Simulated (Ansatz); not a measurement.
Two isomers of CH4SSi: A = `CS[SiH]`, B = `C[Si]S`.

Isolated molecules relaxed with PBE0-D4/def2-TZVP in Ansatz; ΔE leaves out vibrations. CCSD(T)/CBS adds triple-zeta CCSD(T) − MP2 to the extrapolated MP2 energy (def2 sets, frozen cores). DFT in def2-TZVPP. B3LYP here is the variant with VWN-RPA as its local correlation; programs differ in this. One conformer a species, not always the lowest.

Which is lower in electronic energy at CCSD(T)/CBS, and by how much? (An estimate is asked.)

The calculation gave: B, by 11.1 kcal/mol.

Give E(B) − E(A) in kcal/mol with B2PLYP, CCSD(T)/def2-TZVPP, ωB97M-V, B3LYP-D4, B3LYP, PBE-D4, LDA (SPW92). (An estimate is asked.)

The calculation gave: B2PLYP -10.8, CCSD(T)/def2-TZVPP -11.2, ωB97M-V -11.6, B3LYP-D4 -10.5, B3LYP -10.6, PBE-D4 -10.1, LDA (SPW92) -10.5. None reverses the order clearly.

Does the order hold for the free energy at 298.15 K (harmonic terms from PBE0-D4)? (An estimate is asked.)

The calculation gave: Yes: G(B) − G(A) = -12.0 kcal/mol, for one conformer each.

Largest T1 diagnostic: 0.016.

Leaving LDA and LC-ωPBE aside and taking each functional with its dispersion term where it has one, the values, not all of them listed here, spread over 1.8 kcal/mol, from ωB97M-V to revPBE-D4. From BLYP to BHLYP (50 % exact exchange), in def2-TZVPP and without D4, E(B) − E(A) moves by −1.0 kcal/mol.
